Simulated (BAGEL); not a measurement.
# CH3F (fluoromethane): CASPT2(14,11)/def2-TZVPP (density fitting with cc-pvqz-jkfit)

What is the energy change on altering one bond length of CH3F (fluoromethane) at CASPT2(14,11)/def2-TZVPP (density fitting with cc-pvqz-jkfit)? 

The calculation is run with BAGEL 1.2.2.

4 further runs of the same task are left out: 2 that didn't finish, 2 set aside as unsound or not needed. Runs told in other sessions of the task aren't counted.

### 1 The system as given

CH3F: 5 atoms, total charge 0, spin state singlet. As SMILES, `CF`. The coordinates come from a PBE0-D4/def2-TZVP relaxation.

Bond lengths: C1–F2 1.376 Å, C1–H3 1.092 Å, C1–H4 1.092 Å, C1–H5 1.092 Å. Angles: F2–C1–H3 109.1°, F2–C1–H4 109.1°, F2–C1–H5 109.1°, H3–C1–H4 109.9°, H3–C1–H5 109.9°, H4–C1–H5 109.9°.

### 2 A single-point energy at CASPT2(14,11)/def2-TZVPP (density fitting with cc-pvqz-jkfit)

Input file calc.json:

```json
{ "bagel": [

{
  "title": "molecule",
  "basis": "tzvpp",
  "df_basis": "cc-pvqz-jkfit",
  "angstrom": true,
  "geometry": [
    { "atom": "C", "xyz": [   -0.050700,    0.032900,    0.007800 ] },
    { "atom": "F", "xyz": [    1.094100,   -0.710500,   -0.168600 ] },
    { "atom": "H", "xyz": [   -0.918700,   -0.626900,   -0.058000 ] },
    { "atom": "H", "xyz": [   -0.104800,    0.796000,   -0.772000 ] },
    { "atom": "H", "xyz": [   -0.019800,    0.508500,    0.990700 ] }
  ]
},
{
  "title": "hf"
},
{
  "title": "casscf",
  "nstate": 1,
  "nact": 11,
  "nclosed": 2,
  "maxiter": 200,
  "natocc": true
},
{
  "title": "print",
  "file": "orbitals.molden",
  "orbitals": true
},
{
  "title": "smith",
  "method": "caspt2",
  "ms": true,
  "xms": true,
  "sssr": true,
  "shift": 0.0,
  "ncore": 2
}

]}
```

Started as:

```bash
$ BAGEL_NUM_THREADS=1 BAGEL calc.json > calc.out
```

Output:

```text
* using 1 threads per process

  ===============================================================
  ===============================================================

  *** Geometry ***

  { "atom" : "C", "xyz" : [     -0.095809,      0.062172,      0.014740 ] },
  { "atom" : "F", "xyz" : [      2.067549,     -1.342650,     -0.318608 ] },
  { "atom" : "H", "xyz" : [     -1.736091,     -1.184669,     -0.109604 ] },
  { "atom" : "H", "xyz" : [     -0.198043,      1.504222,     -1.458869 ] },
  { "atom" : "H", "xyz" : [     -0.037417,      0.960926,      1.872152 ] },

  Number of auxiliary basis functions:      365

  Since a DF basis is specified, we compute 2- and 3-index integrals:
    o Being stored without compression. Storage requirement is 0.032 GB

  Number of basis functions:      104
  Number of electrons      :       18

    * METHOD: MOLECULE                             0.15

  *** RHF ***

  === Nuclear Repulsion ===
    37.4512500556

      * DIIS with orbital gradients will be used.

  === RHF iteration (tzvpp) ===
      0       -138.98621491          0.01874538           0.02
      1       -139.06554296          0.01083653           0.03
      2       -139.10106307          0.00173750           0.03
      3       -139.10214228          0.00049840           0.03
      4       -139.10220734          0.00008506           0.03
      5       -139.10221090          0.00002070           0.03
[... 5 lines of this table left out ...]
     11       -139.10221120          0.00000001           0.02
     12       -139.10221120          0.00000000           0.03
    * SCF iteration converged.

    * Permanent dipole moment:
           (    0.660871,    -0.429126,    -0.101833) a.u.

    * METHOD: HF                                   0.41

  ---------------------------
      CASSCF calculation
  ---------------------------

    * nstate   :      1
    * nclosed  :      2
    * nact     :     11
    * nvirt    :     91
  === CASSCF iteration (tzvpp) ===

    * Using the second-order algorithm

      0  0      -139.10863971     9.30e-04      1.91

      1  0      -139.15149317     2.50e-03      2.18

      2  0      -139.19055062     1.67e-03      2.29

[... 61 lines of this table left out ...]

     34  0      -139.19595901     8.80e-09      2.27

    * Second-order optimization converged. *

     guess   0:   closed 1111111....          open ...........

  === FCI iteration ===

      0  0      -139.10052747     1.40e-03      0.13
      1  0      -139.18767363     4.84e-04      0.13
      2  0      -139.19518449     1.60e-04      0.13
      3  0      -139.19590397     4.45e-05      0.13
      4  0      -139.19595586     1.11e-05      0.13
      5  0      -139.19595876     3.07e-06      0.13
[... 6 lines of this table left out ...]
     12  0      -139.19595901     2.18e-10      0.13
     13  0 *    -139.19595901     6.40e-11      0.12

     * ci vector, state   0, <S^2> = -0.0000
       2222222....    -0.9776349934
       222222.2...     0.0890747481
       22222.2.2..     0.0634925950
       2222.22..2.     0.0634648030

    * METHOD: CASSCF                              82.55

    * METHOD: PRINT                                0.03

  === SMITH program ===

    * freezing 2 orbitals

    * Approximate memory requirement for SMITH calulation per MPI process:
      o Storage requirement for T-amplitude, lambda, and residual is 0.02 GB
      o Storage requirement for MO integrals is 0.01 GB
    * Calculating and saving rdm4f

    * Third and Fock-weighted fourth order RDM ( 1, 1) evaluation
      will be done with 2 passes

    * Zeroth order energy : state  0      -11.4801249164

    * CASPT2 iteration is performed using redundant basis

      ---- iteration ----

        0    -0.33906865     0.00863573      1.83
        1    -0.34142162     0.00095711      1.84
        2    -0.34148659     0.00012915      1.85
        3    -0.34148723     0.00001531      1.85
        4    -0.34148724     0.00000243      1.85
        5    -0.34148724     0.00000035      1.86

      -------------------

    * CASPT2 energy : state  0     -139.5374462550
        reference weight              0.9354553686

    * METHOD: SMITH                               49.68

  ===============================================================
```

Run time: 2.2 min. Hardware: 1 thread of Arm Neoverse V1, shared host; peak memory 9.3 GiB.

### 3 The distorted shape

Input file calc.json:

```json
{ "bagel" : [

{
  "title" : "molecule",
  "basis" : "tzvpp",
  "df_basis" : "cc-pvqz-jkfit",
  "angstrom" : true,
  "geometry" : [
    { "atom" : "C", "xyz" : [      -0.034471,      -0.196017,       0.241726 ] },
    { "atom" : "F", "xyz" : [       1.110329,      -0.939417,       0.065326 ] },
    { "atom" : "H", "xyz" : [      -0.902471,      -0.855817,       0.175926 ] },
    { "atom" : "H", "xyz" : [      -0.104800,       0.796000,      -0.772000 ] },
    { "atom" : "H", "xyz" : [      -0.003571,       0.279583,       1.224626 ] }
  ]
},

{ "title" : "hf", "charge" : 0 },

{ "title" : "casscf", "nstate" : 1, "nact" : 11, "nclosed" : 2, "charge" : 0, "maxiter" : 200, "natocc" : true },

{ "title" : "print", "file" : "orbitals.molden", "orbitals" : true },

{ "title" : "smith", "method" : "caspt2", "ms" : true, "xms" : true, "sssr" : true, "shift" : 0.0, "ncore" : 2 }

]}
```

Started as:

```bash
$ BAGEL_NUM_THREADS=1 BAGEL calc.json > calc.out
```

Output:

```text
* using 1 threads per process

  ===============================================================
  ===============================================================

  *** Geometry ***

  { "atom" : "C", "xyz" : [     -0.065141,     -0.370418,      0.456796 ] },
  { "atom" : "F", "xyz" : [      2.098218,     -1.775241,      0.123448 ] },
  { "atom" : "H", "xyz" : [     -1.705423,     -1.617260,      0.332452 ] },
  { "atom" : "H", "xyz" : [     -0.198043,      1.504222,     -1.458869 ] },
  { "atom" : "H", "xyz" : [     -0.006748,      0.528335,      2.314208 ] },

  Number of auxiliary basis functions:      365

  Since a DF basis is specified, we compute 2- and 3-index integrals:
    o Being stored without compression. Storage requirement is 0.032 GB

  Number of basis functions:      104
  Number of electrons      :       18

    * METHOD: MOLECULE                             0.15

  *** RHF ***

  === Nuclear Repulsion ===
    36.4314376550

      * DIIS with orbital gradients will be used.

  === RHF iteration (tzvpp) ===
      0       -138.93579203          0.01845424           0.03
      1       -139.01675623          0.01134286           0.03
      2       -139.05739017          0.00167185           0.03
      3       -139.05853779          0.00050578           0.03
      4       -139.05862187          0.00010776           0.03
      5       -139.05862929          0.00002768           0.03
[... 5 lines of this table left out ...]
     11       -139.05862998          0.00000002           0.03
     12       -139.05862998          0.00000000           0.03
    * SCF iteration converged.

    * Permanent dipole moment:
           (    0.635617,    -0.315091,    -0.203658) a.u.

    * METHOD: HF                                   0.43

  ---------------------------
      CASSCF calculation
  ---------------------------

    * nstate   :      1
    * nclosed  :      2
    * nact     :     11
    * nvirt    :     91
  === CASSCF iteration (tzvpp) ===

    * Using the second-order algorithm

      0  0      -139.07058163     1.53e-03      2.00

      1  0      -139.11772917     2.66e-03      2.46

      2  0      -139.15859933     1.86e-03      2.54

[... 53 lines of this table left out ...]

     30  0      -139.16425400     7.02e-09      2.63

    * Second-order optimization converged. *

     guess   0:   closed 1111111....          open ...........

  === FCI iteration ===

      0  0      -139.05644868     1.41e-03      0.13
      1  0      -139.15299261     5.32e-04      0.13
      2  0      -139.16305912     1.89e-04      0.13
      3  0      -139.16414363     5.84e-05      0.13
      4  0      -139.16424632     1.58e-05      0.13
      5  0      -139.16425340     4.44e-06      0.13
[... 8 lines of this table left out ...]
     14  0      -139.16425400     1.14e-10      0.13
     15  0 *    -139.16425400     3.44e-11      0.12

     * ci vector, state   0, <S^2> = -0.0000
       2222222....    -0.9697388957
       222222.2...     0.1421595740
       22222.2.2..     0.0821743130
       2222.22..2.     0.0642458123

    * METHOD: CASSCF                              83.82

    * METHOD: PRINT                                0.03

  === SMITH program ===

    * freezing 2 orbitals

    * Approximate memory requirement for SMITH calulation per MPI process:
      o Storage requirement for T-amplitude, lambda, and residual is 0.02 GB
      o Storage requirement for MO integrals is 0.01 GB
    * Calculating and saving rdm4f

    * Third and Fock-weighted fourth order RDM ( 1, 1) evaluation
      will be done with 2 passes

    * Zeroth order energy : state  0      -11.2749932304

    * CASPT2 iteration is performed using redundant basis

      ---- iteration ----

        0    -0.33513886     0.00819416      1.85
        1    -0.33728685     0.00087558      1.86
        2    -0.33734299     0.00012024      1.86
        3    -0.33734356     0.00001384      1.85
        4    -0.33734357     0.00000221      1.86
        5    -0.33734357     0.00000031      1.85

      -------------------

    * CASPT2 energy : state  0     -139.5015975797
        reference weight              0.9348261067

    * METHOD: SMITH                               50.99

  ===============================================================
```

Wall time 2.3 min (1 thread of Arm Neoverse V1, shared host); peak memory 9.3 GiB.

### 4 Results

Level: CASPT2(14,11)/def2-TZVPP (density fitting with cc-pvqz-jkfit), 2 core orbitals frozen.

| quantity | value |
| --- | --- |
| first shape: total energy | -139.53745 Eh |
| distorted shape: total energy | -139.50160 Eh |
| energy change with the C1–H4 bond stretched from 1.092 to 1.420 Å | 0.975 eV |

What this shows: With the C1–H4 bond stretched from 1.092 to 1.420 Å the energy rises by 0.98 eV (22.5 kcal/mol). The first shape isn't relaxed at this level, so the change isn't measured from a minimum.
